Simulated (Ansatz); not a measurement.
Born–Oppenheimer molecular dynamics of C2H3NO (7 atoms, charge 0, multiplicity 1). It goes on from the last frame of an earlier run, with new velocities.

Computed with RKS BHLYP/6-31G in Ansatz.

```yaml
ensemble: NVT, Langevin thermostat
time_step: 0.5 fs
steps_asked: 150
set_temperature: 200 K
friction: 0.5 /fs
seed: 861922
```

First frame:

```xyz
7
Properties=species:S:1:pos:R:3
N -0.686 0.810 -0.225
C 0.019 -0.318 -0.114
C 1.401 -0.583 0.165
O -0.443 -1.456 -0.349
H -1.640 0.694 -0.528
H -0.309 1.707 -0.146
H 1.449 -0.948 1.218
```

How far do the bonds stretch over the last three quarters of this one trajectory? (Pairs bonded in most of those frames.)


```tsv
bond	mean (Å)	spread (Å)	shortest	longest
N1–C2	1.333	0.015	1.30	1.37
N1–H5	0.998	0.017	0.95	1.03
N1–H6	0.996	0.017	0.96	1.06
C2–C3	1.415	0.034	1.35	1.47
C2–O4	1.264	0.021	1.23	1.31
C3–H7	1.099	0.022	1.06	1.15
```

Mean temperature of the second half: 219 K. A run of 0.075 ps of so small a system gives no equilibrium averages. The friction is so strong that the motion is overdamped, so the time scale means little. Limits of this set-up: no polarisation functions.

Run time: 2.2 min on 1 thread of Arm Neoverse V2, on a shared host, peak memory 0.084 GiB.
